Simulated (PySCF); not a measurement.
## AlN at UHF-CCSD

Computed with UHF-CCSD; Al 6-311G(d,p), N 6-311G(d,p); no relativity (PySCF 2.14).

```
state                          : ³Σ⁻ (triplet), unpaired electrons π ↑↑
bond length                    : 1.928 Å
harmonic wavenumber            : 631 cm⁻¹
force constant                 : 2.17 mdyn/Å
rotational constant Be         : 0.4918 cm⁻¹
anharmonicity ωexe             : 4.62 cm⁻¹
vibration–rotation constant αe : 0.00494 cm⁻¹
well depth De to Al + N        : 1.92 eV
dissociation energy D0         : 1.88 eV
```

Correlated steps freeze 6 core orbitals. The state is the lowest determinant that a PBE0 search found; another state may lie lower at other levels.
